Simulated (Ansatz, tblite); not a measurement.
**The cluster Li3+: a ladder of methods and basis sets**

How do method and basis change the picture of the cluster Li3+ (singlet)?

Program: Ansatz 0.2.0, Gaussian basis. Level of theory: as each input shows. These are calculated values, not measurements.

The runs, in order: GFN1-xTB, GFN2-xTB, PBE/def2-TZVP, r2SCAN/def2-TZVP, ωB97M-V/def2-TZVP, revPBE/def2-TZVP, LC-ωPBE/def2-TZVP, r2SCANh/def2-TZVP, PBE-QIDH/def2-TZVP, PBE+5HF/def2-TZVP, PBE+10HF/def2-TZVP, PBE+15HF/def2-TZVP, PBE+35HF/def2-TZVP, PBE+50HF/def2-TZVP, PBE/def2-SVP, PBE0/def2-SVP, HF/STO-3G, CCSD(T)/def2-TZVPP, MP2/def2-TZVP, RPA/def2-TZVP.

1 further run of the same task is left out (it didn't finish). Runs told in other sessions of the task aren't counted.

**1. The structure**

The singlet was relaxed beforehand with r2SCAN/def2-TZVP. At that level it is the lowest of the isomers that a small search found.

3 atoms, charge 1, spin multiplicity 1.

Bond lengths: Li1–Li2 3.051 Å, Li1–Li3 3.051 Å, Li2–Li3 3.051 Å. Angles: Li2–Li1–Li3 60.0°, Li1–Li2–Li3 60.0°, Li1–Li3–Li2 60.0°.

The ion is computed in the gas phase, without counter-ions or solvent.

PBE0/def2-TZVP was run before; its log isn't repeated, and its numbers join the tables.

**2. GFN1-xTB**

Tight binding, by tblite at 300 K electronic temperature and without a spin-polarisation term:

```python
tblite.interface.Calculator('GFN1-xTB', numbers, positions, charge=1, uhf=0).singlepoint()
```

Energy -18.3067 eV, HOMO -14.91 eV, LUMO -13.29 eV; 0.002 s.

**3. GFN2-xTB**

Tight binding, by tblite at 300 K electronic temperature and without a spin-polarisation term:

```python
tblite.interface.Calculator('GFN2-xTB', numbers, positions, charge=1, uhf=0).singlepoint()
```

Energy -11.9210 eV, HOMO -12.22 eV, LUMO -10.01 eV; 0.001 s.

**4. PBE/def2-TZVP**

start.molden holds the orbitals of an earlier run on this state, given as this run's starting guess.

in.yaml

```yaml
crystal:
  periodic: [false, false, false]
  atoms:
    - {symbol: Li, position_ang: [1.707108, 0.182192, 0.393565]}
    - {symbol: Li, position_ang: [-0.478066, -0.747906, -1.521189]}
    - {symbol: Li, position_ang: [-1.229042, 0.565714, 1.127624]}
basis:
  gaussian: {orbitals: def2-TZVP, initial_orbitals: start.molden}
total_charge: 1
hamiltonian: {xc: pbe}
scf: {omitted_lower_state_checks: [starts]}
output: {orbitals: {seedname: orbitals}}
```

Command:

```bash
> ansatz run in.yaml --threads 4 --pin off --events-out ev --progress --plain --max-ram 3916MiB
```

After this run come: r2SCAN/def2-TZVP; ωB97M-V/def2-TZVP; revPBE/def2-TZVP; LC-ωPBE/def2-TZVP; r2SCANh/def2-TZVP; PBE-QIDH/def2-TZVP; PBE+5HF/def2-TZVP; PBE+10HF/def2-TZVP; PBE+15HF/def2-TZVP; PBE+35HF/def2-TZVP; PBE+50HF/def2-TZVP; PBE/def2-SVP; PBE0/def2-SVP; HF/STO-3G; CCSD(T)/def2-TZVPP; MP2/def2-TZVP; RPA/def2-TZVP.

Before running them: what should the planned runs give, taken together? Wanted: gap in def2-TZVP, named functionals, smallest and largest; gap over the share of exact exchange; correlation energy, CCSD(T)/def2-TZVPP; correlation energy, MP2/def2-TZVP; PBE0 total energy, smallest basis above largest.

As calculated:

| quantity | value |
| --- | --- |
| gap in def2-TZVP, named functionals, smallest and largest | 2.16 eV (PBE), 6.71 eV (LC-ωPBE) |
| gap over the share of exact exchange | 2.40 eV at 0.05, 4.53 eV at 0.5 |
| correlation energy, CCSD(T)/def2-TZVPP | -3.65 eV |
| correlation energy, MP2/def2-TZVP | -2.86 eV |
| PBE0 total energy, smallest basis above largest | 0.45 eV (def2-SVP, def2-TZVP) |

Over the named functionals in def2-TZVP the gap runs from 2.16 eV (PBE) to 6.71 eV (LC-ωPBE); exact exchange widens it. Raising the share of exact exchange from 0.05 to 0.5 moves the HOMO by -1.14 eV and the LUMO by +0.99 eV.
